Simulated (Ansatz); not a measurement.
**SiCF (quartet): the correlation ladder, cc-pVTZ**

The task here is to estimate one member of a computed series from the others.

Method: cc-pVTZ, core rule «outside noble gas», up to 7 orbitals frozen; program: Ansatz 0.2.0, Gaussian basis.

Plan: UHF; CCSD(T) on ROHF; CCSD(T) on UHF; BCCD(T) on ROHF; CCSDT(Q) on ROHF; CCSDT(Q) on UHF.

7 further runs of the same task are left out: 2 for a known fault of the program, 5 set aside as unsound or not needed.

## The geometry

The geometry is a PBE0/def2-TZVP stationary point (not a proven minimum) of the parent state, kept for this charge and spin.

3 atoms, charge 0, spin multiplicity 4.

Atoms are counted from 1 here; the program's logs count them from 0.

Bond lengths: F1–C2 1.276 Å, C2–Si3 1.687 Å. Angles: F1–C2–Si3 180.0°.

Coordinates:

```xyz
3
charge 0, multiplicity 4
F     0.00000    0.00000   -1.41304
C     0.00000    0.00000   -0.13683
Si    0.00000    0.00000    1.54988
```

Set-up of the first run:

in.yaml

```yaml
crystal:
  periodic: [false, false, false]
  atoms:
    - {symbol: F, position_ang: [0.000000, 0.000000, -1.413044]}
    - {symbol: C, position_ang: [0.000000, 0.000000, -0.136834]}
    - {symbol: Si, position_ang: [0.000000, 0.000000, 1.549877]}
basis:
  gaussian: {orbitals: cc-pVTZ}
magnetization: {spin_polarized: true, initial_magnetization: 3}
hamiltonian: {xc: hf}
output: {orbitals: {seedname: orbitals}}
```

Launch:

```
$ ansatz run in.yaml --threads 1 --pin off --events-out ev --progress --plain --max-ram 4096MiB --backend cpu
```

Among the steps run: UHF; CCSD(T) on ROHF; CCSD(T) on UHF; BCCD(T) on ROHF; CCSDT(Q) on ROHF; CCSDT(Q) on UHF.

One of the session's tables, all rows but one given; the rest of the session is left out.

It belongs to the step «Misses and costs». 

```
   method  from UCCSDT(Q) (meV)
     ROHF              +13142.2
      UHF              +12759.7
     RMP2               +1224.9
     UMP2                     ?
    RCCSD                +524.8
    UCCSD                +514.1
 RCCSD(T)                 +58.9
 UCCSD(T)                 +60.1
  BCCD(T)                 +55.1
   RCCSDT                 +23.4
   UCCSDT                 +20.8
RCCSDT(Q)                  +7.1
UCCSDT(Q)                     0
```

Q: Estimate the row for UMP2 from the others.

As computed: from UCCSDT(Q) (meV): +1301.0. In the column «from UCCSDT(Q) (meV)» it lies between RMP2 (+1224.9) and UHF (+12759.7).

Limits of these values: Restricted and unrestricted rows rest on different reference determinants; where their highest levels disagree by more than a few hundredths of an eV, they describe different states and don't form one ladder.
